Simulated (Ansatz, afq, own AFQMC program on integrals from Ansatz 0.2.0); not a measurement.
**C$_{2}$H$_{2}$, singlet in cc-pVDZ, levels against CCSDT(Q)**

```xyz
4

C     0.0000    0.0000    0.4977
C     0.0000    0.0000   -0.6733
H     0.0000   -0.9396    1.0468
H     0.0000    0.9396    1.0468
```

Connectivity, by distances: CH2–C.

Basis cc-pVDZ. Only valence electrons are correlated. Ansatz 0.2.0 and our own AFQMC program on the same integrals; the CISD trial comes from CCSD amplitudes, and released means the phaseless constraint is let go. Free AFQMC starts from the CCSD state and is never constrained. Its projection time is finite, and what remains of the start isn't in its error. ± is one standard error of the sampling.

Determinant: UHF, the one that the program's search chose, which needn't be the lowest solution. The geometry is a point of a scan.

No full CI on the walks' own integrals is used here; CCSDT(Q) serves as the reference and is uncertain by about the last step of the cluster series.

Cautions: the determinant is a saddle point among determinants of its kind; the released energies are still falling, so no released level is given (meV from the phaseless value at times in 1/Eh: 11 ± 11 at 0.24, -2 ± 10 at 0.51, -5 ± 13 at 0.99, -40 ± 15 at 1.62, -22 ± 20 at 2.40), though the last usable value meets CCSDT(Q) within the noise.

- T1 diagnostic: 0.0144
- weight of the determinant in the CISD state: 0.889
- ⟨S²⟩ of the determinant: 0.000
- size of the correlated space: 10 electrons in 36 orbitals

| level | correlation energy (eV) |
| --- | --- |
| MP2 | -6.0912 |
| CCSD | -6.8974 |
| CCSD(T) | -7.1288 |

(1) Estimate where free-projection AFQMC lies against CCSD(T) on the same integrals.

(1) 39.1 ± 15.6 meV below CCSD(T).

Reference: CCSDT(Q), correlation energy -7.165 eV.

| level | E − E(reference) (meV) | share of correlation (%) |
| --- | --- | --- |
| CCSD(T) | 36.6 | 99.49 |
| CCSDT | 13.9 | 99.81 |
| ph-AFQMC/HF | 54.6 ± 52.3 | 99.24 |
| ph-AFQMC/CISD | 30.8 ± 9.7 | 99.57 |
| free AFQMC | -2.5 ± 15.6 | 100.03 |

Free projections are given only where their last times agree within the noise and don't stop above the reference; a slow remainder of the start can still hide under it. A walk keeps the symmetry of its determinant, which the program's search chose and which needn't be the lowest solution, so a lower state of the same spin and another symmetry isn't excluded.
